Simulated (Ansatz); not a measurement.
## Worked example: the step energy

An elementary step of AlH3ClF, closed shell (AlH₂F ([F][AlH2]) + HCl → AlH₂Cl ([AlH2][Cl]) + HF (still joined by a long Al–F bond); Al–F, H–Cl broken or loosened, Al–Cl, F–H formed or tightened). “Start” and “end” are the PBE0-D4/def2-TZVP structures reached by relaxing down either side of its saddle point, with the molecules still in contact.

Program: Ansatz 0.2.0. Basis: def2-TZVPP and def2-QZVPP. Cores are frozen in the correlated methods.

Energies in eV:

| quantity | end | start |
| --- | --- | --- |
| Hartree–Fock, triple zeta (X = 3) | -21843.64191 | -21843.70033 |
| Hartree–Fock, quadruple zeta (X = 4) | -21844.32403 | -21844.39567 |
| MP2 correlation, X = 3 | -14.99448 | -14.92356 |
| MP2 correlation, X = 4 | -16.42118 | -16.33031 |
| CCSD(T) correlation, X = 3 | -16.36949 | -16.32680 |

**Question.** Work out the step energy at the basis limit: extrapolate Hartree–Fock as E(X) = E∞ + A exp(−7.88 √X) and the MP2 correlation as E(X) = E∞ + B X^−2.97 (the exponents that Neese and Valeev fitted for def2-TZVPP and QZVPP), then add CCSD(T) − MP2 in triple zeta.

**Answer.** Each step is linear, so take the differences first (end − start): Hartree–Fock 0.05842 (X = 3) and 0.07164 (X = 4); MP2 correlation -0.07092 and -0.09087; CCSD(T) correlation -0.04269.
Two points give E∞ = E(4) + w [E(4) − E(3)], with w = 1/(exp(7.88 (2 − √3)) − 1) = 0.1377 for Hartree–Fock and w = 1/((4/3)^2.97 − 1) = 0.7407 for the correlation.
Hartree–Fock: 0.07164 + 0.1377 × 0.01322 = 0.0735 eV.
MP2 correlation: -0.09087 + 0.7407 × (-0.01995) = -0.1056 eV.
CCSD(T) − MP2: -0.04269 − (-0.07092) = 0.0282 eV.
Sum: 0.0735 + (-0.1056) + 0.0282 = -0.0039 eV, or -0.09 kcal/mol. Plain CCSD(T) in triple zeta gives 0.0157 eV, so the larger basis shifts the result by -0.0196 eV.

The T1 diagnostic stays at or below 0.011.

Labels in which every atom is bracketed show which atoms are joined, not bond orders.

For scale, one of the runs: CCSD(T)/def2-TZVPP, 157 basis functions, launched by `ansatz run in.yaml --threads 2 --pin off --events-out ev --progress --plain --max-ram 4352MiB`. Hardware: 2 CPU threads of an Intel Xeon Platinum 8259CL, shared host. Wall time 18 s; peak host memory 1.1 GiB.
